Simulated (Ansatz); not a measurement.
**One shape, several levels: doublet [N2]+**

We compute a comparison of 6 runs (U-r2SCAN/STO-3G, U-revPBE/STO-3G, U-wB97M-V/STO-3G, UCCSDT(Q)/STO-3G, UCCSDTQ/STO-3G, UCCSD/STO-3G) of doublet [N2]+. 

The results are computed with Ansatz 0.2.0.

29 further runs of the same task are left out: 15 that didn't finish, 14 set aside as unsound or not needed.

## (1) Starting point

The species is [N2]+ (2 atoms), meant as a doublet with charge +1. SMILES of the parent species: `N#N`. The shape is that of a PBE0-D4/def2-TZVP optimisation. That shape belongs to the parent species and isn't relaxed for this state.

Bond lengths: N1–N2 1.090 Å.

## (2) The energy at U-r2SCAN/STO-3G (run 1)

Contents of run.yaml:

```yaml
crystal:
  periodic: [false, false, false]
  atoms:
    - {symbol: N, position_ang: [0.465500, -0.150300, 0.239800]}
    - {symbol: N, position_ang: [-0.465500, 0.150300, -0.239800]}
basis:
  gaussian:
    orbitals: STO-3G
total_charge: 1
magnetization:
  spin_polarized: true
  initial_magnetization: 1
hamiltonian:
  xc: r2scan
accuracy: high
```

Run with:

```sh
ansatz run run.yaml --threads 1 --pin off --max-ram 2610MiB --events-out events.jsonl --progress --plain --runs-dir runs
```

Standard output:

```text
Warning: RAYON_NUM_THREADS=1 ignored (pool sized by the plan → 1); use --threads N
Functional definition: r2SCAN
  name "r2SCAN"
  parameter k0 = 0.174
  parameter k1 = 0.065
  parameter a1 = 4.9479
  exchange = r2scan_x(k0 = k0, k1 = k1, a1 = a1)
  correlation = r2scan_c
150 factors; integrals over basis functions are off by at most 1.5e-8 eV
mean field evaluation 1: about -2924.0848 eV, gradient 2.4e0 eV
mean field evaluation 2: about -2924.1328 eV, gradient 2.4e-1 eV
mean field evaluation 4: about -2924.0882 eV, gradient 1.5e-1 eV
mean field evaluation 8: about -2924.0884 eV, gradient 1.6e-3 eV
mean field -2924.08837056 eV, -107.4582655998 hartree, gradient 2.3e-9 eV, S^2 0.752411; 0 other end points of the search recorded, 0 dependent functions left out
reference -2924.08837075 eV, -107.4582656068 hartree; 7, 6 occupied and 3, 4 virtual orbitals, 150 factors
Total energy: -2924.08837075 eV, -107.4582656068 hartree
```

Run time: 1.1 s. Hardware: 1 thread of Intel Xeon Platinum 8375C at 2.90GHz (Ice Lake), shared host; peak memory 0.15 GiB.

## (3) A single-point energy at U-revPBE/STO-3G (run 2)

Contents of in.yaml:

```yaml
crystal:
  periodic: [false, false, false]
  atoms:
    - {symbol: "N", position_ang: [0.465500, -0.150300, 0.239800]}
    - {symbol: N, position_ang: [-0.465500, 0.150300, -0.239800]}
basis:
  gaussian:
    orbitals: STO-3G
total_charge: 1
magnetization:
  spin_polarized: true
  initial_magnetization: 1
hamiltonian:
  xc: {name: revPBE}
accuracy: high
```

Run with:

```sh
ansatz run in.yaml --threads 1 --pin off --max-ram 2610MiB --events-out events.jsonl --progress --plain --runs-dir runs
```

Standard output:

```text
Warning: RAYON_NUM_THREADS=1 ignored (pool sized by the plan → 1); use --threads N
Functional definition: revPBE
  name "revPBE"
  parameter kappa = 1.245
  parameter beta = 0.06672455060314922
  exchange = pbe_x(kappa = kappa, mu = beta*pi^2/3)
  correlation = pbe_c(beta = beta)
150 factors; integrals over basis functions are off by at most 1.5e-8 eV
mean field evaluation 1: about -2925.0703 eV, gradient 1.9e0 eV
mean field evaluation 2: about -2925.1003 eV, gradient 1.9e-1 eV
mean field evaluation 4: about -2925.0494 eV, gradient 1.5e-1 eV
mean field evaluation 8: about -2925.0496 eV, gradient 4.9e-5 eV
mean field -2925.04956541 eV, -107.4935888589 hartree, gradient 2.7e-9 eV, S^2 0.751314; 0 other end points of the search recorded, 0 dependent functions left out
reference -2925.04956646 eV, -107.4935888975 hartree; 7, 6 occupied and 3, 4 virtual orbitals, 150 factors
Total energy: -2925.04956646 eV, -107.4935888975 hartree
```

Wall time 0.42 s (1 thread of Intel Xeon Platinum 8375C at 2.90GHz (Ice Lake), shared host).

## (4) A single-point energy at U-wB97M-V/STO-3G (run 3)

Contents of input.yaml:

```yaml
crystal:
  periodic: [false, false, false]
  atoms:
    - {symbol: N, position_ang: [0.465500, -0.150300, 0.239800]}
    - {symbol: N, position_ang: [-0.465500, 0.150300, -0.239800]}
basis:
  gaussian:
    orbitals: STO-3G
accuracy: high
hamiltonian:
  xc: {name: wB97M-V}
total_charge: 1
magnetization:
  spin_polarized: true
  initial_magnetization: 1
```

Run with:

```sh
ansatz run input.yaml --threads 1 --pin off --max-ram 2610MiB --events-out events.jsonl --progress --plain --runs-dir runs
```

Standard output, shortened:

```text
Warning: RAYON_NUM_THREADS=1 ignored (pool sized by the plan → 1); use --threads N
Functional definition: wB97M-V
  name "wB97M-V"
[...]
  gx(w, u) = 1 - cx + cx01*u + cx10*w
  gss(w, u) = css00 + css04*u^4 + css10*w + css20*w^2 + css43*w^4*u^3
  gos(w, u) = cos00 + cos10*w + (cos20 + cos21*u)*w^2 + (cos60 + cos61*u)*w^6
[...]
      + integral(e_c_pw_mod_opposite_spin*gos(b97_w_opposite, b97_u_opposite)) + vv10(b, c)
150 factors; integrals over basis functions are off by at most 1.5e-8 eV
85 factors; integrals over basis functions are off by at most 5.3e-10 eV
[...]
mean field -2925.25774128 eV, -107.5012391810 hartree, gradient 3.8e-8 eV, S^2 0.751915; 0 other end points of the search recorded, 0 dependent functions left out
reference -2925.25774218 eV, -107.5012392140 hartree; 7, 6 occupied and 3, 4 virtual orbitals, 150 factors
Total energy: -2925.25774218 eV, -107.5012392140 hartree
```

Run time: 3.3 s. Hardware: 1 thread of Intel Xeon Platinum 8375C at 2.90GHz (Ice Lake), shared host; peak memory 0.27 GiB.

Runs 4 to 5 aren't shown in full; the table further down has their settings and results.

## (5) The energy at UCCSD/STO-3G (run 6)

Contents of job.yaml:

```yaml
crystal:
  periodic: [false, false, false]
  atoms:
    - {symbol: "N", position_ang: [0.465500, -0.150300, 0.239800]}
    - {symbol: "N", position_ang: [-0.465500, 0.150300, -0.239800]}
basis:
  gaussian:
    orbitals: STO-3G
total_charge: 1
magnetization:
  spin_polarized: true
  initial_magnetization: 1
correlation:
  method: ccsd
  frozen_orbitals: {"N": 1}
accuracy: high
scf:
  omitted_lower_state_checks: [cluster_reference, increment]
```

Run with:

```sh
ansatz run job.yaml --threads 1 --pin off --max-ram 2610MiB --events-out events.jsonl --progress --plain --runs-dir runs
```

Standard output, shortened:

```text
Warning: RAYON_NUM_THREADS=1 ignored (pool sized by the plan → 1); use --threads N
Functional definition: HF
  name "HF"
[...]
150 factors; integrals over basis functions are off by at most 1.5e-8 eV
[...]
mean field -2910.91357102 eV, -106.9741006469 hartree, gradient 3.3e-8 eV, S^2 1.086853; 7 other end points of the search recorded, 0 dependent functions left out
2 core orbitals not correlated: weight in the atoms' cores, before any rotation towards them, 1.000 or more for the frozen orbitals, at most 0.000 for the correlated occupied ones
reference -2910.91357102 eV, -106.9741006469 hartree; 5, 4 occupied and 3, 4 virtual orbitals, 150 factors
second order -3.26863451 eV of doubles, -0.00000000 eV of singles
cycle   1  -3.42860159 eV  change   -1.6e-1 eV  update   1.1e-1
[...]
cycle  26  -4.81055590 eV  change   4.2e-10 eV  update  8.0e-11
Total energy: -2915.72412692 eV, -107.1508853155 hartree
Checks for a lower state left out: cluster_reference, increment
```

Run time: 0.26 s. Hardware: 1 thread of Intel Xeon Platinum 8375C at 2.90GHz (Ice Lake), shared host.

## (6) The series

```tsv
run	level	frozen core orbitals	energy (Eh)	⟨S²⟩	wall time
1	U-r2SCAN/STO-3G	–	-107.458266	0.752	1.1 s
2	U-revPBE/STO-3G	–	-107.493589	0.751	0.42 s
3	U-wB97M-V/STO-3G	–	-107.501239	0.752	3.3 s
4	UCCSDT(Q)/STO-3G	2	-107.156033	1.087	1.5 s
5	UCCSDTQ/STO-3G	2	-107.157120	1.087	19 s
6	UCCSD/STO-3G	2	-107.150885	1.087	0.26 s
```

## (7) Summary of results

```
                                          quantity          value
                               run 6: total energy  -107.15089 Eh
run 6: correlation energy (2 core orbitals frozen)     -176.8 mEh
          run 6: ⟨S²⟩ of the reference determinant          1.087
                              run 6: T1 diagnostic          0.119
```

What this shows: Totals of different functionals can't be ranked against each other. In runs 1, 2, 3, 4, 5, 6 the basis is minimal, so the values are rough. Spin contamination of the reference: run 4 ⟨S²⟩ = 1.09, run 5 ⟨S²⟩ = 1.09, run 6 ⟨S²⟩ = 1.09. All runs together took 25 s, the longest 19 s.
